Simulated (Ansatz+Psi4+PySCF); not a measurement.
# doublet BH(+): levels of theory in one basis

```yaml
atoms:
  - { symbol: B, position_ang: [-0.0001, -0.0016, 0.0001] }
  - { symbol: H, position_ang: [-0.0590, -1.2220, 0.1106] }
```

Basis set: cc-pVTZ (spherical functions). Correlated methods keep 1 orbital frozen. Correlation on ROHF uses semicanonical orbitals with singles. Charge 1, multiplicity 2.

Computed with Ansatz (development build ahead of 0.2.0) and Psi4 1.11; each method stands on the lowest determinant of its kind that the runs found.

```tsv
method	E − E(ROHF) (eV)	<S²> of the determinant
ROHF	0.00	0.75
UHF	-0.04	0.76
ROHF-MP2	-1.07	–
UHF-MP2	-1.08	0.76
```
